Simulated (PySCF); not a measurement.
C3H6 (propylene), optimised at GFN2-xTB:

```xyz
9

C     -1.1226     0.0884    -0.2016
C      0.1904    -0.0295     0.4969
C      1.3578    -0.1172    -0.1114
H     -1.7702    -0.7443     0.0724
H     -1.6259     1.0078     0.0969
H     -0.9917     0.0926    -1.2808
H      0.1386    -0.0405     1.5784
H      1.4376    -0.1091    -1.1865
H      2.2825    -0.2014     0.4336
```

Computed with PySCF (xtb for GFN2) and rigid-rotor harmonic-oscillator thermochemistry at 1 bar. 6-31G* has spherical d functions here. All species are closed-shell singlets. B3LYP is the form with VWN-RPA correlation.

Problem. List the harmonic frequencies (cm⁻¹, unscaled) at this level and at the other levels, each on its own geometry.

Solution. 
- GFN2-xTB: 166, 425, 581, 893, 934, 977, 1015, 1050, 1170, 1291, 1396, 1421, 1478, 1486, 1726, 2998, 3012, 3039, 3053, 3097, 3124
- B3LYP/6-31G*: 210, 424, 588, 933, 935, 956, 1034, 1082, 1203, 1338, 1436, 1474, 1511, 1525, 1738, 3032, 3078, 3116, 3146, 3157, 3235
- HF/6-31G*: 211, 455, 640, 986, 1030, 1067, 1128, 1187, 1298, 1444, 1556, 1595, 1626, 1640, 1882, 3191, 3239, 3270, 3318, 3331, 3403
- PBE/def2-SVP: 205, 411, 570, 892, 902, 915, 990, 1015, 1144, 1268, 1334, 1375, 1399, 1412, 1678, 2956, 3023, 3054, 3065, 3073, 3164
- PBE0/def2-TZVP: 208, 422, 593, 940, 942, 947, 1029, 1069, 1193, 1326, 1398, 1445, 1470, 1485, 1730, 3038, 3093, 3125, 3146, 3153, 3237
